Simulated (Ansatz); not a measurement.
Other spins and charges of AlGa, singlet at one geometry

Geometry (PBE0/def2-TZVP stationary point for this spin):

```xyz
2

Al    0.0000    0.0000    0.0000
Ga    0.0000    0.0000    3.0185
```

Basis cc-pVDZ; Ansatz 0.2.0. Only valence electrons are correlated (noble-gas cores and the filled d shells of p-block atoms frozen). R marks a restricted (for open shells ROHF) determinant. No spin–orbit coupling is included, and no scalar relativity.

Gaps are energies of the second state less the first, at fixed atoms, for a selection of the levels run; each method lands on the state that its own search finds for that charge and spin.

Triplet less singlet: -0.243 eV at full CI (singlet A1, triplet B1, in C2v).

```json
{"level": "RHF", "gap (eV)": "-0.403", "error (meV)": "-160"}
{"level": "RMP2", "gap (eV)": "-0.378", "error (meV)": "-135"}
{"level": "CISD", "gap (eV)": "-0.326", "error (meV)": "-83"}
{"level": "RCCSD", "gap (eV)": "-0.222", "error (meV)": "21"}
{"level": "RCCSD(T)", "gap (eV)": "-0.246", "error (meV)": "-3"}
{"level": "BCCD(T)", "gap (eV)": "-0.246", "error (meV)": "-3"}
{"level": "RCCSDT", "gap (eV)": "-0.254", "error (meV)": "-11"}
{"level": "CISDTQ", "gap (eV)": "-0.255", "error (meV)": "-12"}
{"level": "RCCSDT(Q)", "gap (eV)": "-0.248", "error (meV)": "-5"}
```

Removing an electron, to the doublet: 5.439 eV at full CI (singlet A1, doublet ion A1, in C2v).

```
    level  gap (eV)  error (meV)
      RHF     4.763         -676
     RMP2     5.180         -259
     CISD     5.243         -196
    RCCSD     5.365          -74
 RCCSD(T)     5.405          -34
  BCCD(T)     5.405          -34
   RCCSDT     5.422          -17
   CISDTQ     5.422          -17
RCCSDT(Q)     5.432           -7
```

Full CI is exact within this basis and frozen core; it isn't the basis-set limit.
